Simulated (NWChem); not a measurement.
Total energies of hydrogen peroxide (H2O2)

```
O
H 1 0.9670
O 1 1.4185 2 101.03
H 3 0.9670 1 101.03 2 117.50
```
Charge 0, spin multiplicity 1.

Program: NWChem. Structure: optimised with PBE0/def2-SVP, a minimum by its harmonic frequencies. It is one conformer; others weren't searched.

Basis set: cc-pVDZ (38 functions).

```tsv
method	total energy (Ha)
RHF	-150.78559
MP2	-151.16980
B2PLYP	-151.42063
PBE	-151.39465
B3LYP	-151.54999
LC-wPBE (omega 0.3 per bohr)	-151.43309
CCSD(T)	-151.19280
```

Total energies of different functionals aren't comparable as a measure of quality: only differences taken within one method are. 

The correlated methods keep 2 core orbitals frozen. B3LYP has NWChem's definition, with VWN1-RPA local correlation. Coupled-cluster values serve here as a point of comparison, not as the truth.
